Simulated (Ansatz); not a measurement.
A made-up structure of C3H, doublet:

```xyz
4
angstrom
C 0.2014 0.0959 1.0761
C -0.5683 0.8958 0.2876
C 0.0685 -0.1850 -0.2543
H 0.5698 -0.1342 2.0430
```

It is relaxed with PBE-D4/def2-SVP and then PBE0-D4/def2-TZVP (Ansatz 0.2.0). Atoms count as bonded within 1.22 times the sum of their covalent radii (H–H: 0.88 Å). The end point is not checked to be a true minimum.

Problem. Does its bonding change? (Judge from chemistry; the calculation decides.)

Solution. By the calculation: No: no bond forms or breaks.

Where it ends: The first stage lowers the energy by 0.06 eV in 4 steps. It ends as C₃H ([C]1[C][CH]1):
```
4
angstrom
C 0.1866 0.0970 1.0786
C -0.5707 0.8990 0.2724
C 0.0696 -0.1813 -0.2539
H 0.5859 -0.1421 2.0553
```

Labels in which every atom is bracketed show which atoms are joined, not bond orders.

For scale, one of the runs: PBE0-D4/def2-TZVP relaxation, 99 basis functions, launched by `ansatz run in.yaml --threads 2 --pin off --events-out ev --progress --plain --max-ram 4352MiB`. Hardware: 2 CPU threads of an Arm Neoverse V2, shared host. Wall time about 7.5 s.
